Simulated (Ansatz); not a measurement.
# P3H (triplet): from Hartree-Fock to the top rungs, cc-pVDZ

The task here is to estimate one member of a computed series from the others.

Method: cc-pVDZ, core rule «outside noble gas», up to 15 orbitals frozen; program: Ansatz 0.2.0, Gaussian basis.

Plan: UHF; CCSD(T) on ROHF; CCSD(T) on UHF; BCCD(T) on ROHF; CISD as a restricted active space (open shells left free, so some higher excitations enter); CCSDT(Q) on ROHF; CCSDT(Q) on UHF; CASSCF and MRCISD+Q, 10 electrons in 10 orbitals; CASSCF and NEVPT2, 10 electrons in 10 orbitals.

24 further runs of the same task are left out: 2 for a known fault of the program, 8 that didn't finish, 14 set aside as unsound or not needed. Runs told in other sessions of the task aren't counted.

## The system

The geometry is a PBE0/def2-TZVP stationary point (not a proven minimum).

4 atoms, charge 0, spin multiplicity 3.

Atoms are counted from 1 here; the program's logs count them from 0.

Bond lengths: P1–P2 2.053 Å, P2–P3 2.103 Å, P3–H4 1.429 Å. Angles: P1–P2–P3 100.7°, P2–P3–H4 93.1°.

Set-up of the first run:

Input file in.yaml:

```yaml
crystal:
  periodic: [false, false, false]
  atoms:
    - {symbol: P, position_ang: [0.000000, -0.420687, 1.624731]}
    - {symbol: P, position_ang: [0.000000, 0.877658, 0.034390]}
    - {symbol: P, position_ang: [0.000000, -0.475425, -1.576041]}
    - {symbol: H, position_ang: [0.000000, 0.567083, -2.553023]}
basis:
  gaussian: {orbitals: cc-pVDZ}
magnetization: {spin_polarized: true, initial_magnetization: 2}
hamiltonian: {xc: hf}
output: {orbitals: {seedname: orbitals}}
```

The run is started by

```bash
$ ansatz run in.yaml --threads 1 --pin off --events-out ev --progress --plain --max-ram 2393MiB
```

Steps of the session up to this table: UHF; CCSD(T) on ROHF; CCSD(T) on UHF; BCCD(T) on ROHF; CISD as a restricted active space (open shells left free, so some higher excitations enter); CCSDT(Q) on ROHF; CCSDT(Q) on UHF; CASSCF and MRCISD+Q, 10 electrons in 10 orbitals; CASSCF and NEVPT2, 10 electrons in 10 orbitals.

One of the session's tables, all rows but one given; the rest of the session is left out.

It belongs to the step «Misses and costs». 

```
          method  from RCCSDT(Q) (meV)
            ROHF              +10554.8
             UHF               +9677.4
            RMP2               +1643.1
            UMP2               +1996.9
            CISD               +2023.2
           RCCSD                +560.1
           UCCSD                +517.2
        RCCSD(T)                 +88.2
        UCCSD(T)                +113.3
         BCCD(T)                 +94.3
          RCCSDT                 +47.7
          UCCSDT                 +38.5
       RCCSDT(Q)                     0
       UCCSDT(Q)                     ?
  CASSCF valence               +8052.0
  NEVPT2 valence               +1655.9
  MRCISD valence               +1104.9
MRCISD+Q valence                +138.7
```

Q: Estimate the row for UCCSDT(Q) from the others.

**Answer.** from RCCSDT(Q) (meV): -3.7. In the column «from RCCSDT(Q) (meV)» it is the lowest.

The ROHF row is the lowest such solution found; the determinant under the restricted MP2 and coupled-cluster rows lies 0.07 eV higher.

Limits of these values: Restricted and unrestricted rows rest on different reference determinants; a gap between their highest levels can come from leftover correlation error, from unlike frozen cores or from another state.
